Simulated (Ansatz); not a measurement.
# BH4N: the cost of one run

Program: Ansatz 0.2.0. Level of theory: RKS PBE/def2-SVP. These are calculated values, not measurements.

### Step 1. The structure to begin with

Bond lengths: B1–N4 1.550 Å, N4–H5 1.060 Å, N4–H6 1.060 Å. Angles: B1–N4–H5 120.0°, B1–N4–H6 120.0°, H5–N4–H6 120.0°.

Coordinates:

```xyz
6

B     0.0000    0.0000    0.0000
H     0.8690    0.0000    1.0849
H     1.3740    0.0000    0.2102
N    -1.3423    0.0000   -0.7750
H    -2.0112   -0.8164   -0.6764
H    -1.5914    0.8164   -1.4036
```

### Step 2. A restrained relaxation towards end A

Springs on the bonds that form and break draw the guess towards this end; the thresholds are loose.

input.yaml reads:

```yaml
crystal:
  periodic: [false, false, false]
  atoms:
    - { symbol: B, position_ang: [0.0, 0.0, 0.0] }
    - { symbol: H, position_ang: [0.869, 0.0, 1.0849] }
    - { symbol: H, position_ang: [1.374, 0.0, 0.2102] }
    - { symbol: "N", position_ang: [-1.3423, 0.0, -0.775] }
    - { symbol: H, position_ang: [-2.0112, -0.8164, -0.6764] }
    - { symbol: H, position_ang: [-1.5914, 0.8164, -1.4036] }
basis:
  gaussian: { orbitals: def2-SVP }
hamiltonian:
  xc: pbe
relax:
  f_tol: 0.15
  max_steps: 25
  restrain:
    - { distance: [1, 2], at: 1.86, k: 30.0 }
    - { distance: [0, 1], at: 1.19, k: 30.0 }
    - { distance: [0, 2], at: 1.19, k: 30.0 }
```

The run is started by

```sh
$ ansatz run input.yaml --threads 1 --pin off --max-ram 2048MiB --backend cpu --events-out ev --progress --plain --runs-dir out
```

Q: Estimate wall time and peak memory on 1 thread of Arm Neoverse V2, shared host.

About 5.3 s, with a peak of 0.1 GiB.
